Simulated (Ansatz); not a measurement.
# AlH₃+ (doublet): the correlation ladder at distance Al1–H3 = 1.722 Å, cc-pVTZ

An exercise on one series of results from a longer session: the logs are not shown, and one member is left open.

The runs use Ansatz 0.2.0, Gaussian basis; cc-pVTZ, core rule «outside noble gas», up to 5 orbitals frozen.

To be run: UHF; CCSD(T) on ROHF; CCSD(T) on UHF; BCCD(T) on ROHF; CCSDT(Q) on ROHF; CCSDT(Q) on UHF; CASSCF and MRCISD+Q, 3 electrons in 3 orbitals; CASSCF and NEVPT2, 3 electrons in 3 orbitals; Full CI.

22 further runs of the same task are left out: 20 for a known fault of the program, 2 that didn't finish.

### The geometry

The geometry derives from a PBE0/def2-TZVP stationary point (not a proven minimum). One bond is set to the value named and the two fragments are kept rigid.

4 atoms, charge 1, spin multiplicity 2.

Atoms are counted from 1 here; the program's logs count them from 0.

Bond lengths: Al1–H2 1.560 Å, Al1–H3 1.722 Å. Angles: H2–Al1–H3 167.6°.

Set-up of the first run:

Contents of in.yaml:

```yaml
crystal:
  periodic: [false, false, false]
  atoms:
    - {symbol: Al, position_ang: [0.000000, 0.056555, -0.005397]}
    - {symbol: H, position_ang: [0.000000, 0.225597, -1.556595]}
    - {symbol: H, position_ang: [0.000000, 0.243107, 1.706468]}
    - {symbol: H, position_ang: [0.000000, -1.982617, -0.005397]}
basis:
  gaussian: {orbitals: cc-pVTZ}
total_charge: 1
magnetization: {spin_polarized: true, initial_magnetization: 1}
hamiltonian: {xc: hf}
output: {orbitals: {seedname: orbitals}}
```

On the command line:

```sh
$ ansatz run in.yaml --threads 1 --pin off --events-out ev --progress --plain --max-ram 4096MiB --backend cpu
```

Among the steps run: UHF; CCSD(T) on ROHF; CCSD(T) on UHF; BCCD(T) on ROHF; CCSDT(Q) on ROHF; CCSDT(Q) on UHF; CASSCF and MRCISD+Q, 3 electrons in 3 orbitals; CASSCF and NEVPT2, 3 electrons in 3 orbitals; Full CI.

One table of the session follows, with a row left open; its other results are not shown here.

| method | from FCI (kJ/mol) |
| --- | --- |
| ROHF | +226.5 |
| UHF | +224.5 |
| RMP2 | +55.9 |
| UMP2 | +55.2 |
| RCCSD | +4.6 |
| UCCSD | +4.5 |
| RCCSD(T) | +1.3 |
| UCCSD(T) | +1.3 |
| BCCD(T) | +1.3 |
| RCCSDT | +0.1 |
| UCCSDT | +0.1 |
| RCCSDT(Q) | 0.0 |
| UCCSDT(Q) | 0.0 |
| CASSCF pair | +177.2 |
| NEVPT2 pair | +53.1 |
| MRCISD pair | ? |
| MRCISD+Q pair | -1.3 |
| FCI | 0 |

**Question.** Estimate the row for MRCISD pair.

The run gave: from FCI (kJ/mol): +6.8. In the column «from FCI (kJ/mol)» it lies between RCCSD (+4.6) and NEVPT2 pair (+53.1).

Some runs used a GPU and others CPU threads alone; cost is compared among the GPU runs only.

Among the levels timed on like hardware and quicker than the yardstick, those that no quicker one beats, quickest first: NEVPT2 pair (7.5 s, +53.1 kJ/mol); MRCISD+Q pair (9 s, -1.3 kJ/mol); RCCSDT(Q) (10 s, 0.0 kJ/mol); UCCSDT(Q) (10 s, 0.0 kJ/mol).

To keep in mind: The yardstick is full CI for this spin, exact in this basis with these frozen cores. MRCISD+Q pair falls below full CI: the +Q correction isn't variational, and the cores differ from full CI's. Of the multireference levels listed MRCISD+Q pair comes nearest in total energy (-1.3 kJ/mol), which doesn't show that its space is the better one. Levels on UHF freeze UHF's core orbitals, full CI those of ROHF, so the U rows can settle a little off it for that reason alone. Restricted and unrestricted rows rest on different reference determinants; where their highest levels disagree by more than a few hundredths of an eV, they describe different states and don't form one ladder.
